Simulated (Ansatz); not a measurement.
Fluorite SrCl2 was calculated with revPBE in Ansatz (plane waves, PAW).

Settings: plane-wave cutoff 520 eV, 8×8×8 k mesh, Fermi–Dirac smearing 0.01 eV, scalar-relativistic PAW data made under PBE.

Response to compression and expansion:

```
V (Å³/atom)  P (GPa)  direct gap at Γ (eV)  smallest gap on the k mesh (eV)
-----------  -------  --------------------  -------------------------------
28.621          2.07                 5.907                            5.583
29.230          1.30                 5.817                            5.501
29.839          0.61                 5.730                            5.421
30.448         -0.01                 5.645                            5.344
31.057         -0.56                 5.563                            5.269
31.665         -1.05                 5.484                            5.197
32.274         -1.50                 5.407                            5.126
```

The fundamental gap (5.34 eV at the equilibrium volume, with added k points) lies elsewhere than Γ–Γ.

Spin–orbit coupling is not included.

Ansatz is a program for electronic structure.
